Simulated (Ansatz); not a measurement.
Tetradymite Bi₂Te₃, treated with PBE-D4 (plane waves, PAW; Ansatz, a first-principles code).

Numerical settings: plane-wave cutoff 500 eV, 10×10×10 k mesh, Fermi–Dirac smearing 0.05 eV, scalar-relativistic PAW data made under PBE.

Cell (relaxed at this level):

Space group R-3m, hexagonal axes (No. 166); a = b = 4.385 Å, c = 30.306 Å, α = β = 90.00°, γ = 120.00°

```csv
atom,site,symmetry,x,y,z
Bi,6c,3m,0.0000,0.0000,0.4001
Te,3a,-3m,0.0000,0.0000,0.0000
Te,6c,3m,0.0000,0.0000,0.2094
```
(The calculation used a cell of 5 atoms; values per cell refer to that cell.)

**Question.** What does this level give for the band gap?

**Answer.** 
- band gap = 0.27 eV (on the SCF k mesh)

Spin–orbit coupling is not included; with these elements it can move the gap by several tenths of an eV or more.

Static lattice: no zero-point or thermal effects.

Cost on a shared machine: very roughly 4 core-minutes.
